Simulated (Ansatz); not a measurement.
Molecule: HO, net charge -1, singlet state. 
Structure (B3LYP-D3(BJ)/def2-TZVP (Ansatz, a first-principles code) minimum search):
```
O
H 1 0.9702
```
Charge -1, spin multiplicity 1.

Basis-set convergence of Hartree-Fock and MP2 correlation energies (hartree) with Ansatz. Valence correlation only, unless marked. No spin-orbit coupling. Non-relativistic.

| basis | functions | E(HF) | E(corr, MP2) |
|---|---|---|---|
| aug-cc-pVDZ | 32 | -75.39564 | -0.24137 |
| aug-cc-pVTZ | 69 | -75.41189 | -0.29039 |
| aug-cc-pVQZ | 126 | -75.41666 | -0.30828 |

Extrapolating the two largest sets (X = 3 and 4) as X^-3: E(corr) = (64·(-0.30828) - 27·(-0.29039))/37 = -0.3213 Eh, an estimate of the basis-set limit. The largest set recovers 95.9 % of it, the smallest 75.1 %.
